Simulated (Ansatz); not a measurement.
# HNOP: the cost of one run

Method: def2-TZVPP, core rule «outside noble gas», up to 7 orbitals frozen; program: Ansatz 0.2.0, Gaussian basis.

To be run: UHF; ROHF; CCSD(T) on UHF.

2 further runs of the same task are left out: 2 set aside as unsound or not needed.

### 1 What is computed

The geometry is a PBE0/def2-TZVP stationary point (not a proven minimum) of the parent state, kept for this charge and spin.

4 atoms, charge 0, spin multiplicity 4.

Atoms are counted from 1 here; the program's logs count them from 0.

Bond lengths: N1–P2 1.551 Å, N1–H4 1.015 Å, P2–O3 1.467 Å. Angles: P2–N1–H4 117.5°, N1–P2–O3 126.9°.

### 2 UHF

The input, in.yaml:

```yaml
crystal:
  periodic: [false, false, false]
  atoms:
    - {symbol: N, position_ang: [0.000000, -0.385084, 1.371493]}
    - {symbol: P, position_ang: [0.000000, 0.327392, -0.005904]}
    - {symbol: O, position_ang: [0.000000, -0.309237, -1.327958]}
    - {symbol: H, position_ang: [0.000000, 0.199224, 2.201813]}
basis:
  gaussian: {orbitals: def2-TZVPP}
magnetization: {spin_polarized: true, initial_magnetization: 3}
hamiltonian: {xc: hf}
output: {orbitals: {seedname: orbitals}}
```

Command:

```bash
$ ansatz run in.yaml --threads 1 --pin off --events-out ev --progress --plain --max-ram 4096MiB --backend cpu
```

Q: Estimate wall time and peak memory on 1 thread of AMD EPYC 7R13, shared host.

About 7.5 s, with a peak of 0.28 GiB.
